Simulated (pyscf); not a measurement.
Optimised with ωB97X-D3(BJ)/def2-SVP in PySCF.

For the elementary gas-phase step AsH₂• + H₂ + GeH₂ [singlet] → AsH₃ + GeH₃• (doublet surface; H–H broken, As–H, Ge–H formed), what barrier and reaction energy does B3LYP-D3(BJ)/def2-TZVP give, measured from the separated reactants?

ΔE‡ = -33.2 kJ/mol, ΔE = -133.5 kJ/mol. ωB97M-D3(BJ)/def2-TZVP gives -9.5 kJ/mol and -136.7 kJ/mol. Zero-point energy shifts the barrier by +18.4 kJ/mol. It is an addition across a multiple bond or ene-type step, with an imaginary mode of 817i cm⁻¹. On the reactant side the descent ends in a bound adduct, 37.8 kJ/mol under the separated species and 18.0 kJ/mol under the saddle at ωB97X-D3(BJ)/def2-TZVP. At B3LYP-D3(BJ) the saddle lies under the separated reactants, which points to a path from their complex (located at ωB97X-D3(BJ) alone). At ωB97X-D3(BJ) the barrier from the zero used here is -19.8 kJ/mol. One saddle was located; it need not be the lowest between these sides. Elements up to Kr have no core potential and no relativistic terms here.
